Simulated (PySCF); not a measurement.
## [H···H···SiH2], singlet: transfer scan

Starting geometry:

```json
{"atom": "H", "x (Å)": "-2.7179", "y (Å)": "0.0549", "z (Å)": "0.0000"}
{"atom": "H", "x (Å)": "-1.9729", "y (Å)": "0.0549", "z (Å)": "0.0000"}
{"atom": "Si", "x (Å)": "0.1161", "y (Å)": "0.0549", "z (Å)": "0.0000"}
{"atom": "H", "x (Å)": "0.7283", "y (Å)": "-0.8194", "z (Å)": "1.0900"}
{"atom": "H", "x (Å)": "0.7283", "y (Å)": "-0.8194", "z (Å)": "-1.0900"}
```

From there atom H2 is moved from one fragment to the other while all else, the fragments' distance too, stays fixed; atoms are numbered as listed. Energies are in kcal/mol, counted from the starting geometry at the same level.

Basis 6-31G; PySCF 2.14.0. Correlated methods freeze the noble-gas cores. R marks a restricted (for open shells ROHF) determinant.

Full CI is exact within this basis and frozen core; it isn't the basis-set limit.

```tsv
distance H1-H2 (Å)	full CI	unpaired electrons (full CI)	error RHF	error RMP2	error RCCSD	error RCCSD(T)	error RCCSDT	error RCCSDT(Q)
0.693	0.8	0.05	-0.9	-0.4	0.0	0.0	0.0	0.0
0.745	0.0	0.06	0.0	0.0	0.0	0.0	0.0	0.0
0.838	3.4	0.07	1.9	0.9	0.1	0.0	0.0	0.0
0.930	9.8	0.10	4.4	2.2	0.3	0.1	0.0	0.0
1.023	16.8	0.18	8.2	4.3	0.6	0.2	0.0	0.0
1.116	22.6	0.35	13.6	7.6	1.2	0.3	0.0	0.0
1.209	26.5	0.65	21.0	12.0	2.0	0.5	0.0	0.0
1.301	29.3	0.99	29.5	16.8	2.9	0.5	0.1	0.0
1.394	32.7	1.29	38.2	21.4	3.5	0.3	0.1	0.0
```

Unpaired electrons are Σ n²(2−n)² over natural occupations. Errors are those of relative energies. In total energy the starting point itself misses full CI by: RHF 57.8, RMP2 17.7, RCCSD 0.7, RCCSD(T) 0.2, RCCSDT 0.1, RCCSDT(Q) 0.0 kcal/mol.

Spread of the error over the points with a reference, to 1.394 Å (largest less smallest): RCCSDT(Q) 0.0, RCCSDT 0.1, RCCSD(T) 0.5, RCCSD 3.5, RMP2 21.7, RHF 39.1 kcal/mol.
